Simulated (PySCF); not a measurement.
Molecular orbitals of P₂⁺

PBE at R = 1.981 Å; basis P aug-pcseg-1; no relativity; PySCF 2.14. State: ²Πu (doublet), unpaired electrons π ↑. Only the outer orbitals are listed.

| spin | orbital | occ. | ε (eV) | main shells (%) |
| --- | --- | --- | --- | --- |
| α | σg | 1 | -24.75 | 85 s, 14 p |
| α | σu | 1 | -19.15 | 106 s |
| α | πu | 1 | -15.02 | 95 p |
| α | σg | 1 | -14.45 | 82 p, 17 s |
| α | πu | 1 | -14.22 | 95 p |
| α | πg | 0 | -11.25 | 101 p |
| α | πg | 0 | -10.57 | 100 p |
| β | σg | 1 | -24.12 | 86 s, 12 p |
| β | σu | 1 | -18.68 | 99 s |
| β | σg | 1 | -14.26 | 83 p, 16 s |
| β | πu | 1 | -13.98 | 96 p |
| β | πu | 0 | -13.73 | 96 p |
| β | πg | 0 | -10.40 | 99 p |
| β | πg | 0 | -10.21 | 98 p |

**Question.** Which are the highest filled and the lowest empty level, where do they sit, and how wide is the gap?

**Answer.** Highest filled β πu at -13.98 eV (in %: 96 p); lowest empty β πu at -13.73 eV (in %: 96 p); the gap at PBE is 0.25 eV. Both belong to one degenerate shell, split only by its one-sided filling, so this is no excitation gap.

```json
{
 "bond order (Mayer)": "1.88",
 "⟨S²⟩": "0.753",
 "polarisability along the bond": "54.8 bohr³",
 "polarisability across the bond": "33.3 bohr³"
}
```

Shares are Mulliken populations and can fall outside 0 to 100 %.

The state is the lowest determinant that a PBE0 search found; another state may lie lower at other levels.
